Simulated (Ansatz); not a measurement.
# BFH₂S: functionals against CCSD(T) at one geometry

How do the functionals fare away from a minimum? The structure is a structure displaced at random from a GFN2-xTB minimum.

The runs use Ansatz 0.2.0, Gaussian basis; single points in def2-TZVPP.

Correlated methods freeze the cores. B3LYP uses VWN-RPA correlation.

### 1 The starting structure

5 atoms, charge 0, spin multiplicity 1.

Atoms are counted from 1 here; the program's logs count them from 0.

Bond lengths: F1–B2 1.328 Å, B2–S3 1.812 Å, B2–H4 1.169 Å, S3–H5 1.340 Å. Angles: F1–B2–S3 119.3°, F1–B2–H4 117.7°, S3–B2–H4 122.8°, B2–S3–H5 99.6°.

Coordinates:

| atom | x (Å) | y (Å) | z (Å) |
| --- | --- | --- | --- |
| F1 | -1.21600 | -0.82540 | -1.02000 |
| B2 | -0.40830 | -0.35320 | -0.07760 |
| S3 | 0.91670 | 0.79290 | -0.53930 |
| H4 | -0.65030 | -0.62720 | 1.03290 |
| H5 | 1.43780 | 1.03200 | 0.67190 |

### 2 CCSD(T)/def2-TZVPP

Input file run/in.yaml:

```yaml
crystal:
  periodic: [false, false, false]
  atoms:
    - {symbol: F, position_ang: [-1.216000, -0.825400, -1.020000]}
    - {symbol: B, position_ang: [-0.408300, -0.353200, -0.077600]}
    - {symbol: S, position_ang: [0.916700, 0.792900, -0.539300]}
    - {symbol: H, position_ang: [-0.650300, -0.627200, 1.032900]}
    - {symbol: H, position_ang: [1.437800, 1.032000, 0.671900]}
basis:
  gaussian: {orbitals: def2-TZVPP}
correlation: {method: ccsd_t}
output: {forces: true}
```

The command line of these runs was not kept.

### 3 PBE0-D4/def2-TZVPP

run/in.yaml, as its differences from that of step 2:

```diff
@@ -10,3 +10,3 @@
   gaussian: {orbitals: def2-TZVPP}
-correlation: {method: ccsd_t}
-output: {forces: true}
+hamiltonian: {xc: pbe0, dispersion: d4}
+output: {forces: true, orbitals: {seedname: orbitals}}
```

### 4 wB97M-V/def2-TZVPP

run/in.yaml, as its differences from that of step 3:

```diff
@@ -10,3 +10,3 @@
   gaussian: {orbitals: def2-TZVPP}
-hamiltonian: {xc: pbe0, dispersion: d4}
-output: {forces: true, orbitals: {seedname: orbitals}}
+hamiltonian: {xc: {name: wB97M-V}}
+output: {forces: true}
```

### 5 r2SCAN-D4/def2-TZVPP

run/in.yaml, as its differences from that of step 4:

```diff
@@ -10,3 +10,3 @@
   gaussian: {orbitals: def2-TZVPP}
-hamiltonian: {xc: {name: wB97M-V}}
+hamiltonian: {xc: r2scan, dispersion: d4}
 output: {forces: true}
```

### 6 PBE-D4/def2-TZVPP

run/in.yaml, as its differences from that of step 5:

```diff
@@ -10,3 +10,3 @@
   gaussian: {orbitals: def2-TZVPP}
-hamiltonian: {xc: r2scan, dispersion: d4}
+hamiltonian: {xc: pbe, dispersion: d4}
 output: {forces: true}
```

### 7 B3LYP-D4/def2-TZVPP

run/in.yaml, as its differences from that of step 6:

```diff
@@ -10,3 +10,3 @@
   gaussian: {orbitals: def2-TZVPP}
-hamiltonian: {xc: pbe, dispersion: d4}
+hamiltonian: {xc: {name: B3LYP}, dispersion: d4}
 output: {forces: true}
```

### 8 CAM-B3LYP-D4/def2-TZVPP

run/in.yaml, as its differences from that of step 7:

```diff
@@ -10,3 +10,3 @@
   gaussian: {orbitals: def2-TZVPP}
-hamiltonian: {xc: {name: B3LYP}, dispersion: d4}
+hamiltonian: {xc: {name: CAM-B3LYP}, dispersion: d4}
 output: {forces: true}
```

(Steps that only read results are left out.)

Q: Predict the outcome of this session. Wanted: energy less free atoms, CCSD(T)/def2-TZVPP; RMS force component; RMS force error; HOMO and LUMO, PBE0-D4; T1 diagnostic.

The runs gave:

| quantity | value |
| --- | --- |
| energy less free atoms, CCSD(T)/def2-TZVPP | -18.249 eV |
| RMS force component | 0.233 to 0.343 eV/Å over the methods |
| RMS force error | PBE0-D4 0.117, wB97M-V 0.046, r2SCAN-D4 0.066, PBE-D4 0.184, B3LYP-D4 0.045, CAM-B3LYP-D4 0.108 eV/Å |
| HOMO and LUMO, PBE0-D4 | -8.33 and -0.75 eV |
| T1 diagnostic | 0.014 |

Against CCSD(T) the functionals' energies less atoms differ by -0.932 to -0.507 eV, PBE-D4 by -0.932 eV. A larger basis would deepen the CCSD(T) value, while the functionals are nearly converged already, so the order here is not reliable. The forces of B3LYP-D4 come nearest to CCSD(T), those of PBE-D4 are farthest. Frozen-core CCSD(T) forces in triple zeta carry basis errors of their own, and this is one geometry, so small gaps rank nothing.
